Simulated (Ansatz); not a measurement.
Two isomers of C4H6O: A = `C=C=C(C)O`, B = `C#CC(C)O`.

Gas-phase electronic energies from Ansatz, PBE0-D4/def2-TZVP geometries. CCSD(T)/CBS is the MP2 limit (def2-TZVPP, def2-QZVPP) plus CCSD(T) − MP2 in def2-TZVPP, frozen cores. Functionals use def2-TZVPP. B3LYP here is the variant with VWN-RPA as its local correlation; programs differ in this. One conformer a species, not always the lowest.

(1) Which isomer does CCSD(T)/CBS put lower? Give the gap. (An estimate is asked.)

(2) Give E(B) − E(A) in kcal/mol with CCSD/def2-TZVPP, CCSD(T)/def2-SVP, CCSD(T)/def2-TZVPP, ωB97M-V, B3LYP, r2SCAN-D4, PBE-D4. (Best estimate.)

(3) Does the order hold for the free energy at 298.15 K (harmonic terms from PBE0-D4)? (Estimate.)

Largest T1 diagnostic: 0.012.

## Answers

(1) The calculation gave: A, by 4.0 kcal/mol.

(2) Ansatz gave: CCSD/def2-TZVPP 3.6, CCSD(T)/def2-SVP 5.5, CCSD(T)/def2-TZVPP 4.2, ωB97M-V 6.1, B3LYP 9.0, r2SCAN-D4 9.8, PBE-D4 11.3. None reverses the order clearly.

(3) Computed: Yes: G(B) − G(A) = +4.1 kcal/mol, for one conformer each.

From BLYP to BHLYP (50 % exact exchange), in def2-TZVPP and without D4, E(B) − E(A) moves by −3.6 kcal/mol. Leaving LDA and LC-ωPBE aside and taking each functional with its dispersion term where it has one, the values, not all of them listed here, spread over 6.0 kcal/mol, from PBE-QIDH to PBE-D4. LDA lies +1.1 kcal/mol from PBE without D4.
